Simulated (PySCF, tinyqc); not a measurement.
Inside a calculation. Method: coupled-perturbed Hartree-Fock on RHF in the sto-3g basis, for LiH, spin multiplicity 1. The lowest restricted solution is unstable here: a spin-polarised one lies 0.0068 hartree lower (PySCF). One step of it, computed by the program tinyqc.

Task: Iteration 1: building the Fock matrix. J_ij = sum D_kl (ij|kl), K_ij = sum D_kl (ik|jl); F = H + J - 0.5 K; E = tr D H + tr D J / 2 - 0.25 tr D K + E_nn.

D at the start, order 1Li 1s, 1Li 2s, 1Li 2px, 1Li 2py, 1Li 2pz, 2H 1s:
$$\begin{pmatrix}
1.974616 & 0.027222 & 0.000000 & 0.000000 & -0.089364 & -0.130621 \\
0.027222 & 0.181622 & 0.000000 & 0.000000 & 0.286585 & 0.367604 \\
0.000000 & 0.000000 & 0.000000 & 0.000000 & 0.000000 & 0.000000 \\
0.000000 & 0.000000 & 0.000000 & 0.000000 & 0.000000 & 0.000000 \\
-0.089364 & 0.286585 & 0.000000 & 0.000000 & 0.461095 & 0.592522 \\
-0.130621 & 0.367604 & 0.000000 & 0.000000 & 0.592522 & 0.761536
\end{pmatrix}$$

core Hamiltonian H = T + V (hartree), order 1Li 1s, 1Li 2s, 1Li 2px, 1Li 2py, 1Li 2pz, 2H 1s:
$$\begin{pmatrix}
-4.643182 & -1.041751 & 0.000000 & 0.000000 & -0.008276 & -0.071419 \\
-1.041751 & -1.333449 & 0.000000 & 0.000000 & -0.086162 & -0.374767 \\
0.000000 & 0.000000 & -1.084714 & 0.000000 & 0.000000 & 0.000000 \\
0.000000 & 0.000000 & 0.000000 & -1.084714 & 0.000000 & 0.000000 \\
-0.008276 & -0.086162 & 0.000000 & 0.000000 & -1.149405 & -0.520653 \\
-0.071419 & -0.374767 & 0.000000 & 0.000000 & -0.520653 & -1.177767
\end{pmatrix}$$

Two-electron integrals (ij|kl) in chemists' order, unique and non-zero (hartree):
```
(11|11) 1.680395   (21|11) 0.265420   (21|21) 0.049941   (22|11) 0.397727
(22|21) 0.092860   (22|22) 0.290562   (31|31) 0.008981   (32|31) 0.013788
(32|32) 0.064184   (33|11) 0.396640   (33|21) 0.092880   (33|22) 0.290497
(33|33) 0.312946   (41|41) 0.008981   (42|41) 0.013788   (42|42) 0.064184
(43|43) 0.016869   (44|11) 0.396640   (44|21) 0.092880   (44|22) 0.290497
(44|33) 0.279207   (44|44) 0.312946   (51|51) 0.008981   (52|51) 0.013788
(52|52) 0.064184   (53|53) 0.016869   (54|54) 0.016869   (55|11) 0.396640
(55|21) 0.092880   (55|22) 0.290497   (55|33) 0.279207   (55|44) 0.279207
(55|55) 0.312946   (61|11) 0.016709   (61|21) 0.003186   (61|22) 0.006123
(61|33) 0.006046   (61|44) 0.006046   (61|51) 0.000427   (61|52) 0.000835
(61|55) 0.006280   (61|61) 0.000227   (62|11) 0.073601   (62|21) 0.017556
(62|22) 0.062940   (62|33) 0.059237   (62|44) 0.059237   (62|51) 0.002677
(62|52) 0.019920   (62|55) 0.070291   (62|61) 0.001374   (62|62) 0.027914
(63|31) 0.000987   (63|32) 0.005502   (63|53) 0.002601   (63|63) 0.001403
(64|41) 0.000987   (64|42) 0.005502   (64|54) 0.002601   (64|64) 0.001403
(65|11) 0.102185   (65|21) 0.024509   (65|22) 0.090038   (65|33) 0.083865
(65|44) 0.083865   (65|51) 0.004111   (65|52) 0.030809   (65|55) 0.102300
(65|61) 0.001956   (65|62) 0.042651   (65|65) 0.065514   (66|11) 0.237042
(66|21) 0.057137   (66|22) 0.225403   (66|33) 0.206807   (66|44) 0.206807
(66|51) 0.008231   (66|52) 0.080626   (66|55) 0.262460   (66|61) 0.004494
(66|62) 0.132624   (66|65) 0.207696   (66|66) 0.774606
```

nuclear repulsion = 0.71125969 hartree

Give: Coulomb J; exchange K; Fock matrix F; total energy of this density.

Result:

Coulomb J (hartree), order 1Li 1s, 1Li 2s, 1Li 2px, 1Li 2py, 1Li 2pz, 2H 1s:
$$\begin{pmatrix}
3.939 & 0.671 & 0.000 & 0.000 & 0.019 & 0.044 \\
0.671 & 1.300 & 0.000 & 0.000 & 0.147 & 0.373 \\
0.000 & 0.000 & 1.269 & 0.000 & 0.000 & 0.000 \\
0.000 & 0.000 & 0.000 & 1.269 & 0.000 & 0.000 \\
0.019 & 0.147 & 0.000 & 0.000 & 1.356 & 0.550 \\
0.044 & 0.373 & 0.000 & 0.000 & 0.550 & 1.610
\end{pmatrix}$$

exchange K (hartree), order 1Li 1s, 1Li 2s, 1Li 2px, 1Li 2py, 1Li 2pz, 2H 1s:
$$\begin{pmatrix}
3.344 & 0.561 & 0.000 & 0.000 & -0.002 & 0.039 \\
0.561 & 0.273 & 0.000 & 0.000 & 0.221 & 0.321 \\
0.000 & 0.000 & 0.046 & 0.000 & 0.000 & 0.000 \\
0.000 & 0.000 & 0.000 & 0.046 & 0.000 & 0.000 \\
-0.002 & 0.221 & 0.000 & 0.000 & 0.367 & 0.476 \\
0.039 & 0.321 & 0.000 & 0.000 & 0.476 & 0.992
\end{pmatrix}$$

Fock matrix F (hartree), order 1Li 1s, 1Li 2s, 1Li 2px, 1Li 2py, 1Li 2pz, 2H 1s:
$$\begin{pmatrix}
-2.376 & -0.651 & 0.000 & 0.000 & 0.012 & -0.047 \\
-0.651 & -0.170 & 0.000 & 0.000 & -0.050 & -0.163 \\
0.000 & 0.000 & 0.161 & 0.000 & 0.000 & 0.000 \\
0.000 & 0.000 & 0.000 & 0.161 & 0.000 & 0.000 \\
0.012 & -0.050 & 0.000 & 0.000 & 0.023 & -0.209 \\
-0.047 & -0.163 & 0.000 & 0.000 & -0.209 & -0.064
\end{pmatrix}$$

total energy of this density = -7.78768 hartree
